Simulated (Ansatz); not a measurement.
Ansatz input

```yaml
crystal:
  lattice:
    - [-2.3718572234, 2.3718572234, 2.3718572234]
    - [2.3718572234, -2.3718572234, 2.3718572234]
    - [2.3718572234, 2.3718572234, -2.3718572234]
  atoms:
    - { symbol: Ba, position: [0.0, 0.0, 0.0] }
hamiltonian:
  xc: pbesol
  pseudopotentials:
    kind: paw
    azcp:
      Ba: "pseudopotentials/Ba.paw.azcp"
basis:
  ecutwfc: 420
  fft_grid_basis: typed
kpoints:
  mp_grid: { grid: [15, 15, 15], shift: [0, 0, 0] }
magnetization:
  spin_polarized: false
scf:
  occupations: { method: fermi_dirac, width: 0.1 }
output:
  stress: true
```

Terminal output

```
Warning: the record states the generating functional pbe (its physics header spells it `PBE`), which answers neither for hamiltonian.xc's functional nor for the pbesol family's — results may be inconsistent (PPs are generated against a specific XC)
Engine: ansatz 0.2.0, x86_64-unknown-linux-gnu
Pseudopotentials: kind: paw
Pseudopotential: Ba, paw, valence charge 10, recommended cutoff 420 eV (normal) 
Functional definition: PBEsol
  exchange = pbesol_x
  correlation = pbesol_c
Crystal: 1 atoms, lattice volume = 53.373 Å³
Basis set: ecut = 420 eV, 1055 PW (Γ)
Bands: 9, of which v1, the nominal top of the filled ones, is band 5 counted from 1 (4 counted from 0)
Symmetry: 48 space group operations
Space group: Im-3m (ITA 229), of the structure as read, at distance tolerance 3.8e-5 Å
k-points: 120 of 3375
Non-local potential: Ba, projectors of the file, l = 0: 3, l = 1: 2, l = 2: 2, l = 3: 2
PAW form: soft (Blöchl's): semilocal exchange-correlation on the pseudo side does not see the compensation charge
PAW frozen core: Ba, regenerated for the run's functional, and the local potential with it (the file was generated under x = pbe(κ = 0.804, μ = 0.2195149727645171), c = pbe(β = 0.06672455060314922))
PAW one-centre angular grid: Ba, 194 points (default); XC on 64 Gauss nodes
Initial density: superposition of atomic densities (neutral atoms: chi_scale 0, normalization atom), corrected by the library's trained network
Initial wavefunctions: pseudopotential atomic-orbital guess
Functional: x = pbesol(κ = 0.804, μ = 0.12345679012345678), c = pbesol(β = 0.046)
SCF iter   1: F=—  HF=-5862.617239 eV  |F-HF|=—  |Δ(HF+E_count)|=         —  Δρ=1.94e-3  dr2=1.76e-3  ethr=1.77e-3  ⟨swp⟩=7.6  Hψ=10635  notcnv=0
SCF iter   2: F=—  HF=-5862.617549 eV  |F-HF|=—  |Δ(HF+E_count)|=   3.10e-4  Δρ=1.26e-3  dr2=9.10e-4  ethr=1.76e-5  ⟨swp⟩=2.0  Hψ=2364  notcnv=0
SCF iter   3: F=—  HF=-5862.617663 eV  |F-HF|=—  |Δ(HF+E_count)|=   1.14e-4  Δρ=1.54e-4  dr2=7.38e-6  ethr=9.10e-6  ⟨swp⟩=2.9  Hψ=1627  notcnv=0
SCF iter   4: F=—  HF=-5862.617668 eV  |F-HF|=—  |Δ(HF+E_count)|=   5.59e-6  Δρ=7.64e-5  dr2=1.58e-6  ethr=7.38e-8  ⟨swp⟩=2.6  Hψ=1772  notcnv=0
iter 5 did not close the SCF: its close was put off for the readings that it lacked (scf_convergence_deferred on its scf_iter line)
SCF iter   5: F=-5862.617670 eV  HF=-5862.617670 eV  |F-HF|=1.38e-8  |Δ(HF+E_count)|=   1.67e-6  Δρ=6.75e-6  dr2=2.44e-8  ethr=1.58e-8  ⟨swp⟩=3.0  Hψ=1734  notcnv=0
SCF iter   6: F=-5862.617670 eV  HF=-5862.617670 eV  |F-HF|=8.91e-11  |Δ(HF+E_count)|=   1.65e-8  Δρ=1.18e-6  dr2=9.04e-10  ethr=2.44e-10  ⟨swp⟩=2.8  Hψ=3912  notcnv=0
SCF 1 converged in 6 iterations: F = -5862.617670 eV  dr2 = 9.04e-10
SCF converged after 6 iterations
Free energy (F): -5862.617670 eV
Harris-Foulkes:  -5862.617670 eV  (|F-HF|=8.91e-11)
Internal energy: -5862.576570 eV  (E = F + TS)
E sigma→0 (E₀):  -5862.597120 eV
Entropy (-TS):   -0.041100 eV (-41.100 meV/atom)
Fermi energy:    7.061868 eV
--- Per-component energies (eV) ---
  E_band       = -70.214254
  E_kinetic    = 167.653382
  E_local      = -335.516756  (includes V_loc(G=0)·N_el)
  E_nonlocal   = 58.703379
  E_hartree    = 105.072697
  E_xc         = -165.714027
  E_vxc        = -134.153044  (∫ρ·V_xc dr)
  E_paw        = -5140.578173  (= ΣΔE_a)
  E_vpaw       = -37.047086  (= ΣTr[D̂ρ^β])
  E_aug_tail   = -0.000002  (compensation charges beyond the density's cutoff)
  E_ewald      = -552.348503
  E_core_change = 0.151433  (= ΣΔE_core)
  E_smearing   = -0.041100  (= −TS)
  E_closure    = 0.000000  (closes the sum)
  Σ components = -5862.617670   (vs F -5862.617670, Δ=0.00e0)
--- Stress (GPa, compression-positive) ---
        0.887930       0.000000      -0.000000
        0.000000       0.887930      -0.000000
       -0.000000      -0.000000       0.887930
  P = ⅓ Tr σ = 0.8879 GPa (8.879 kbar)
```
